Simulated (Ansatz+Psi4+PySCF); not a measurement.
Results of a calculation; reference values are marked as such.
This Psi4 input gave a total energy of -56.27663 hartree.

```
molecule {
0 1
N 0.000000 0.000000 0.116490
H 0.000000 1.879460 -0.660110
H 0.813830 -0.469860 -0.271810
H -0.813830 -0.469860 -0.271810
}

set basis cc-pVTZ
set reference rhf
set scf_type pk
set mp2_type conv
set cc_type conv
set num_frozen_docc 1
energy('mp2')
```

(1) Write an input for Ansatz with the same method and basis set.

Answers

(1)

```yaml
crystal:
  periodic: [false, false, false]
  atoms:
    - { symbol: "N", position_ang: [0.0, 0.0, 0.11649] }
    - { symbol: H, position_ang: [0.0, 1.87946, -0.66011] }
    - { symbol: H, position_ang: [0.81383, -0.46986, -0.27181] }
    - { symbol: H, position_ang: [-0.81383, -0.46986, -0.27181] }
basis:
  gaussian: { orbitals: cc-pVTZ }
hamiltonian:
  xc: hf
correlation:
  method: mp2
  frozen_orbitals: { H: 0, "N": 1 }
scf:
  omitted_lower_state_checks: [stability, starts, atomic_configurations, cluster_reference, orbital_swaps, given_window_search, neighbouring_geometries, increment]
```

Ansatz (development build ahead of 0.2.0) gave -56.27663 hartree, 0.03 meV from the first. Caution: large amplitudes, a single reference is doubtful; an unrestricted determinant lies well below.
